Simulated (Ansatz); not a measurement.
## Ansatz (development build ahead of 0.2.0) run

```yaml
crystal:
  periodic: [false, false, false]
  atoms:
    - { symbol: B, position_ang: [-0.03269, -0.01053, 0.03634] }
    - { symbol: H, position_ang: [1.21724, 0.01946, -0.0448] }
    - { symbol: H, position_ang: [-0.57112, 1.02701, -0.03387] }
    - { symbol: H, position_ang: [-0.60638, -1.00332, -0.02761] }
basis:
  gaussian: { orbitals: def2-TZVP }
hamiltonian:
  xc: hf
correlation:
  method: mp2
  frozen_orbitals: { B: 1, H: 0 }
output:
  forces: true
```

The input is written out in the form of the current development build from the run's settings.

Output:

```json
{
 "Converged": "yes",
 "Reference energy": "-26.39615 hartree",
 "Correlation energy": "-0.10605 hartree",
 "Total energy": "-26.50220 hartree",
 "Spin squared of the determinant": "0.000",
 "Stability test": "minimum among restricted orbitals"
}
```

Forces (eV/Å):
```csv
atom,Fx,Fy,Fz
B1,2.218,0.785,-0.856
H2,-1.291,-0.198,0.355
H3,-0.384,0.368,0.265
H4,-0.543,-0.955,0.236
```
